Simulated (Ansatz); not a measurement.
ammonia (SMILES N) moved off its minimum; all values from Ansatz (an electronic-structure program), cores frozen in correlated methods.
(charge 0, multiplicity 1)
```xyz
4

N      0.0513     0.0068     0.0454
H     -0.4899    -0.7409    -0.1486
H     -0.3575     0.8958    -0.1614
H      1.0260    -0.1149    -0.2965
```

Forces at r2SCAN/def2-TZVPP (eV/Å):

```
atom      Fx      Fy      Fz
----  ------  ------  ------
N1     3.545   2.179   1.000
H2    -2.078  -2.609  -0.934
H3     0.013   0.062  -0.336
H4    -1.480   0.368   0.270
```

### Question
Give the forces (eV/Å), the total energy and the dipole at CCSD(T)/aug-cc-pVTZ.

### Answer

```json
[
 {"atom": "N1", "Fx": "3.576", "Fy": "2.190", "Fz": "1.092"},
 {"atom": "H2", "Fx": "-2.135", "Fy": "-2.679", "Fz": "-0.966"},
 {"atom": "H3", "Fx": "-0.018", "Fy": "0.125", "Fz": "-0.364"},
 {"atom": "H4", "Fx": "-1.423", "Fy": "0.364", "Fz": "0.239"}
]
```
Energy -56.4728 hartree, dipole 1.07 D.
